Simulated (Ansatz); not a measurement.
Reaction (adduct formation): H₂O + `[AlH3]` → `[OH2+][AlH3-]`

Gas-phase electronic energies from Ansatz, PBE0-D4/def2-TZVP geometries. CCSD(T)/CBS is frozen-core, at the limit of the def2 triple- and quadruple-zeta sets.

```csv
species,CCSD(T)/CBS(def2) energy (Eh)
H₂O,-76.37685
`[AlH3]`,-243.77756
`[OH2+][AlH3-]`,-320.18755
```

Question: Work out ΔE.

Answer: ΔE = (-320.18755) − (-76.37685) − (-243.77756) = -0.03314 Eh = -87.0 kJ/mol.

Largest T1 diagnostic among the species: 0.009.

From BLYP to BHLYP (50 % exact exchange), in def2-TZVPP and without D4, ΔE moves by −14.2 kJ/mol. At CCSD(T), def2-SVP lies −19.1 kJ/mol from the extrapolated value and def2-TZVPP −0.8 kJ/mol. In def2-TZVPP, CCSD(T) changes the Hartree–Fock value by −11.2 kJ/mol (the triples alone add −2.1 kJ/mol) and MP2 by −11.8 kJ/mol.
